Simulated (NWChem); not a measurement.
**Ionisation of Be**

```xyz
1

Be     0.0000     0.0000     0.0000
```
Charge 0, spin multiplicity 1.

All runs are NWChem calculations.

Basis set: def2-TZVP. −ε marks an orbital energy of the parent.

B3LYP has NWChem's definition, with VWN1-RPA local correlation.

Q: One of these methods gave a first vertical ionisation energy of 8.41 eV. Which?
A. −ε(HOMO) of B3LYP
B. −ε(HOMO) of PBE
C. −ε(HOMO) of BHandHLYP
D. −ε(HOMO) of HF

A: D, −ε(HOMO) of HF. The others give 6.32 (−ε(HOMO) of B3LYP), 5.61 (−ε(HOMO) of PBE), 7.23 (−ε(HOMO) of BHandHLYP).
